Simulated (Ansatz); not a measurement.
The first iterations of a band of AlClFH3 (6 atoms, charge 0, multiplicity 1).

Method: RKS B3LYP-D4/6-31G* in Ansatz 0.2.0.

```
movable images  : 9
climbing image  : yes
spring          : 5.0 eV/Å²
optimiser       : quadratic models (default)
start path      : through a guess of the saddle point
force threshold : 0.03 eV/Å
iteration limit : 60
end points      : relaxed
```

First end point:

```xyz
6
Properties=species:S:1:pos:R:3
Al 0.009 -0.061 0.089
Cl 0.004 0.337 2.252
H 1.410 0.148 -0.605
H -1.404 0.069 -0.598
F 0.062 -1.995 0.663
H 0.064 -1.794 1.610
```

Last end point:

```xyz
6
Properties=species:S:1:pos:R:3
Al 0.016 -0.390 -0.262
Cl 0.019 -0.039 2.459
H 1.406 0.259 -0.642
H -1.408 0.180 -0.640
F 0.061 -1.989 0.270
H 0.052 -1.318 2.226
```

| iteration | highest image above the first end (eV) | largest band force component (eV/Å) |
| --- | --- | --- |
| 1 | 0.847 | 2.653 |
| 2 | 0.281 | 1.202 |

Problem. Does the band converge within its limit, and where does its top end?

Solution. It converged. It ended after 8 iterations with the highest image 0.216 eV above the first end. A vibrational analysis at the climbing image gives one clearly imaginary mode, 614i cm⁻¹: a first-order saddle point. The orbitals stay closed-shell, which can raise the energy where a bond breaks towards radicals; this wasn't checked here.

The run took 2 min on 1 thread of Arm Neoverse V2, with other jobs on the host, peak memory 0.11 GiB.
